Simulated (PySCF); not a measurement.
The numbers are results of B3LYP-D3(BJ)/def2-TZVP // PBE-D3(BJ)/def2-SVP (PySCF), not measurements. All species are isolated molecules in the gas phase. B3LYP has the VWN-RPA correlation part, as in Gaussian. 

Reference species (SMILES): `[OH]` (neutral, multiplicity 2).

The dipole moment is 1.78 D.

Changed species: `C[N]C` (free radical N(CH3)2; the reference has free radical OH).

Question: Predict the effect on the dipole moment.

Answer: the dipole moment decreases by 0.06 D, to 1.72 D.
